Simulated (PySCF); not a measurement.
Computed properties of LiH, SMILES [LiH]

LiH, SMILES [LiH]. The structure is a stationary point at PBE0-D3(BJ)/def2-TZVPD. The values are those of a single conformer. All values are computed for the isolated molecule unless a solvent is named; none is compared with measurement here.

**Structure.** The optimised structure has C∞v symmetry. All 1 harmonic modes at PBE0-D3(BJ)/def2-TZVPD (PySCF) are real, so it is a minimum.

**Vibrations.** The strongest infrared lines (harmonic, unscaled, degenerate partners summed) lie at 1416 cm⁻¹ (164 km/mol, H 87 %, Li 13 %). The softest mode is at 1416 cm⁻¹ and the zero-point energy is 2.0 kcal/mol.

**Electronic structure.** ωB97X/def2-TZVPD (PySCF) places the frontier levels at -7.84 and 0.21 eV, a gap of 8.05 eV, and gives a dipole moment of 5.88 D and a mean polarisability of 26.5 bohr³. PBE/def2-TZVPD (PySCF) at the same geometry gives -4.37 and -1.59 eV, so its gap is 5.27 eV narrower. An orbital gap is neither the optical nor the fundamental gap.

**Excitations.** TDA-B3LYP/def2-TZVPD (PySCF) has S1 at 3.32 eV (374 nm, f = 0.082, bright); the most intense of the 10 singlets computed lies at 9.99 eV (f = 0.75). Strengths of degenerate partners are summed. T1 (TDA) is at 2.71 eV, 0.61 eV under S1. No vertical singlet excitation falls in the visible range (under 3.1 eV).

**NMR.** GIAO shifts at HF/pcSseg-2 (PySCF) (non-relativistic, atoms alike by connectivity averaged): ¹H at 5.5 ppm against TMS.
